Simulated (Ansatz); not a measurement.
# CH4AlN: the cost of one run

All numbers are computed with Ansatz 0.2.0, driven from Python. The levels of theory stand in the script.

### Step 1. Starting point

Bond lengths: C1–N2 1.216 Å, N2–Al3 1.878 Å, C1–H4 1.046 Å, C1–H5 1.126 Å, Al3–H6 1.612 Å, Al3–H7 1.650 Å. Angles: C1–N2–Al3 122.3°, N2–C1–H4 122.1°, N2–C1–H5 123.4°, H4–C1–H5 114.5°, N2–Al3–H6 121.8°, N2–Al3–H7 120.5°, H6–Al3–H7 117.8°.

Input file ch4aln.xyz:

```xyz
7

C    -1.20710   -0.26320   -0.66870
N    -0.20080   -0.83320   -0.29150
Al    1.18080    0.06200    0.61250
H    -1.95850   -0.75750   -1.20300
H    -1.38910    0.83760   -0.51880
H     1.10220    1.63940    0.93300
H     2.53360   -0.75320    1.09080
```

### Step 2. The code

The input, run_composite.py:

```python
"""Relax CH4AlN cheaply, then refine its energy."""

import logging
import sys

import ansatz as az
import numpy as np

logging.basicConfig(stream=sys.stdout, format="%(name)s: %(message)s")
log = logging.getLogger("run")
log.setLevel(logging.INFO)

params = {
    "basis_set": "def2-SVP",
    "functional": "r2SCAN",
}

molecule = az.Crystal.molecule_from_extxyz("ch4aln.xyz")

job = molecule.calculation().basis(gaussian=params["basis_set"]).functional(params["functional"])
symbols = [site.symbol for site in molecule.cartesian_sites]
start = np.array([site.position_ang for site in molecule.cartesian_sites], dtype=float)
data = job.relax(force_tolerance=0.01).run(threads=1).report
end = np.array(data["positions_ang"])
log.info("final positions (A) and the move of each atom")
for symbol, xyz, old in zip(symbols, end, start):
    log.info(f"{symbol:2s} {xyz[0]:10.5f} {xyz[1]:10.5f} {xyz[2]:10.5f}   {np.linalg.norm(xyz - old):7.4f}")

minimum = az.Crystal.molecule()
for symbol, place in zip(symbols, end):
    minimum = minimum.atom(symbol, place.tolist())
at_minimum = minimum.calculation()
# MP2 extrapolated to the basis limit, plus the small-basis difference CCSD(T) - MP2
level = lambda method, basis: at_minimum.basis(gaussian=basis).correlation(method).run(threads=1).report
small, large, cluster = level("mp2", "cc-pVDZ"), level("mp2", "cc-pVTZ"), level("ccsd_t", "cc-pVDZ")
corr = lambda each: (each["free_energy_ev"] - each["reference_energy_ev"]) / 27.211386246
mp2_limit = (27 * corr(large) - 8 * corr(small)) / 19
pieces = {"HF / cc-pVTZ": large["reference_energy_ev"] / 27.211386246, "MP2 correlation, DZ-TZ limit": mp2_limit, "CCSD(T) - MP2 / cc-pVDZ": corr(cluster) - corr(small)}
for name, value in pieces.items():
    log.info(f"{name:32s} {value:14.6f} Ha")
log.info(f"{'sum':32s} {sum(pieces.values()):14.6f} Ha")
print("T1 diagnostic", round(cluster["correlation"]["coupled_cluster"]["t1_diagnostic"], 4))
```

### Step 3. The calls as engine input

The engine receives this input (first run):

```yaml
crystal:
  periodic: [false, false, false]
  atoms:
    - { symbol: C, position_ang: [-1.2071, -0.2632, -0.6687] }
    - { symbol: "N", position_ang: [-0.2008, -0.8332, -0.2915] }
    - { symbol: Al, position_ang: [1.1808, 0.062, 0.6125] }
    - { symbol: H, position_ang: [-1.9585, -0.7575, -1.203] }
    - { symbol: H, position_ang: [-1.3891, 0.8376, -0.5188] }
    - { symbol: H, position_ang: [1.1022, 1.6394, 0.933] }
    - { symbol: H, position_ang: [2.5336, -0.7532, 1.0908] }
basis:
  gaussian:
    orbitals: def2-SVP
hamiltonian:
  xc: r2scan
relax:
  f_tol: 0.01
```

### Step 4. Running it

Command:

```console
> python run_composite.py
```

Q: Estimate wall time and peak memory on 1 thread of Arm Neoverse V2, shared host.

About 45 s, with a peak of 0.29 GiB.
